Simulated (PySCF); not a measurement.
This PySCF input asks for the NMR shieldings of `N1(C)CCCN1`, C$_{4}$H$_{10}$N$_{2}$; the geometry comes from GFN2-xTB.

```python
import basis_set_exchange as bse
import numpy as np
from pyscf import gto, dft
from pyscf.prop import nmr

atoms = """
C     1.802635   -0.476641    0.109126
N     0.859034    0.459294   -0.474362
C    -0.000552    1.110443    0.514447
C    -1.243251    0.206402    0.668294
C    -1.144991   -0.719066   -0.564593
N    -0.019669   -0.219082   -1.362086
H     1.341247   -1.196147    0.796831
H     2.274362   -1.020085   -0.706079
H     2.562087    0.090602    0.645192
H     0.535674    1.263755    1.449138
H    -0.287866    2.086476    0.110642
H    -2.160571    0.792594    0.664548
H    -1.206494   -0.364950    1.594407
H    -2.055789   -0.734008   -1.161238
H    -0.914819   -1.745281   -0.264840
H    -0.348636    0.474637   -2.030838
"""
names = dict.fromkeys(["C", "N", "H"], "pcSseg-1")
basis = {el: gto.basis.parse(bse.get_basis(n, elements=[el], fmt="nwchem")) for el, n in names.items()}
mol = gto.M(atom=atoms, basis=basis, charge=0, verbose=0)
mf = dft.RKS(mol, xc="PBE0")
mf.grids.level = 2
mf.grids.alignment = dft.numint.BLKSIZE   # the property module wants whole blocks of grid points
mf.conv_tol = 1e-9
mf.kernel()

calc = nmr.RKS(mf)   # GIAO
C = mf.mo_coeff
Co = C[:, mf.mo_occ > 0]
resp = mf.gen_response(singlet=True, hermi=2)
def vind(x):   # induced exchange potential for any number of trial vectors
    d = np.einsum("pi,xij,qj->xpq", C, 2 * x.reshape(-1, C.shape[1], Co.shape[1]), Co, optimize=True)
    return np.einsum("xpq,pi,qj->xij", resp(d - d.transpose(0, 2, 1)), C, Co, optimize=True).ravel()
mo1, _ = nmr.rhf.solve_mo1(calc, with_cphf=vind)
sigma = calc.kernel(mo1)
for i, s in enumerate(sigma):   # ppm
    w = np.linalg.eigvalsh((s + s.T) / 2)
    print("%2d %-2s iso %8.1f  s11 %8.1f  s22 %8.1f  s33 %8.1f" % (i, mol.atom_pure_symbol(i), w.mean(), *w))
```

Problem. Give the expected output.

Solution. 
```
 0 C  iso    142.0  s11    105.2  s22    134.7  s33    186.1
 1 N  iso    160.1  s11     84.9  s22    151.7  s33    243.6
 2 C  iso    129.3  s11     94.6  s22    119.9  s33    173.5
 3 C  iso    158.6  s11    117.4  s22    175.1  s33    183.3
 4 C  iso    139.7  s11     94.7  s22    149.5  s33    175.0
 5 N  iso    145.0  s11     72.1  s22    132.3  s33    230.6
 6 H  iso     29.4  s11     24.6  s22     27.7  s33     35.9
 7 H  iso     29.1  s11     24.7  s22     26.6  s33     36.0
 8 H  iso     29.3  s11     25.0  s22     26.6  s33     36.4
 9 H  iso     28.9  s11     24.5  s22     27.5  s33     34.7
10 H  iso     29.0  s11     22.9  s22     27.7  s33     36.5
11 H  iso     30.0  s11     24.9  s22     27.8  s33     37.4
12 H  iso     29.6  s11     25.6  s22     26.8  s33     36.5
13 H  iso     28.9  s11     24.1  s22     27.2  s33     35.4
14 H  iso     28.5  s11     23.6  s22     26.7  s33     35.2
15 H  iso     28.9  s11     19.8  s22     28.0  s33     38.8
```

These numbers come from an equivalent density-fitted implementation of the same equations, which agrees with the script to about 0.01 ppm for H and up to a few tenths of a ppm for heavy atoms, so last digits may differ.

Problem. Turn these shieldings into chemical shifts. δ = σ(ref) − σ, references computed at the same level: TMS for $^{13}$C (186.93 ppm), $^{1}$H (31.72 ppm); $^{15}$N (267.73 ppm) vs NH3.

Solution. Averaging equivalent atoms: C 2: 57.6; C 4: 47.2; C 0: 44.9; C 3: 28.3; N 5: 122.7; N 1: 107.7; H 13/14: 3.02; H 15: 2.85; H 9/10: 2.76; H 6/7/8: 2.44; H 11/12: 1.90 ppm. Experimental scales use liquid or dissolved standards, which lie at an offset from isolated NH3 (liquid NH3: subtract about 20 ppm).

Size and cost of the density-fitted run: 152 basis functions, about 50 core-seconds.
